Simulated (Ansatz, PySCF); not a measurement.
C₂H₄O₂, SMILES O(C=O)C. Atoms are numbered in the order given.

```xyz
8

C     -1.3811    -0.3034     0.1031
O     -0.0628    -0.8279     0.2612
C      0.9324     0.0184    -0.0140
O      0.7971     1.1545    -0.3739
H     -1.5486     0.0185    -0.9359
H     -2.0686    -1.1165     0.3662
H     -1.5373     0.5602     0.7671
H      1.9058    -0.4921     0.1420
```
Charge 0, spin multiplicity 1.

Geometry optimised at ωB97X-D3(BJ)/def2-SVP. Other conformers were not sampled.

Two levels are set side by side: PBE-D3(BJ)/def2-SVP (Ansatz, a program for electronic structure) and ωB97X-D3(BJ)/def2-SVP (PySCF). Each level has its own optimised geometry; the coordinates shown are those of the second. Frequencies come from the Hessian of PySCF at each geometry. Differences are taken from unrounded values.

| quantity | ωB97X-D3(BJ) |
|---|---|
| mean bond length (Å) | 1.196 |
| bond C1–O2 (Å) | 1.428 |
| bond O2–C3 (Å) | 1.335 |
| bond C3–O4 (Å) | 1.199 |
| bond C1–H5 (Å) | 1.101 |
| bond C1–H6 (Å) | 1.097 |
| bond C1–H7 (Å) | 1.101 |
| bond C3–H8 (Å) | 1.110 |
| highest harmonic wavenumber (cm⁻¹) | 3215 |
| mean harmonic wavenumber (cm⁻¹) | 1533 |
| zero-point energy (kcal/mol) | 39.45 |

Q: What does PBE-D3(BJ) give, and how far is it from ωB97X-D3(BJ)? (The exact figures need the calculation; the answer reports its results.)

A: 
```
quantity                            PBE-D3(BJ)  PBE-D3(BJ) minus ωB97X-D3(BJ)
----------------------------------  ----------  -----------------------------
mean bond length (Å)                     1.205                          0.009
bond C1–O2 (Å)                           1.436                          0.009
bond O2–C3 (Å)                           1.348                          0.013
bond C3–O4 (Å)                           1.210                          0.011
bond C1–H5 (Å)                           1.109                          0.008
bond C1–H6 (Å)                           1.104                          0.007
bond C1–H7 (Å)                           1.109                          0.008
bond C3–H8 (Å)                           1.120                          0.010
highest harmonic wavenumber (cm⁻¹)        3114                           -101
mean harmonic wavenumber (cm⁻¹)           1464                            -69
zero-point energy (kcal/mol)             37.68                          -1.77
```

GGA bonds tend to be longer and softer than those of functionals with exact exchange. Differences between two approximate levels are no errors against the true value.
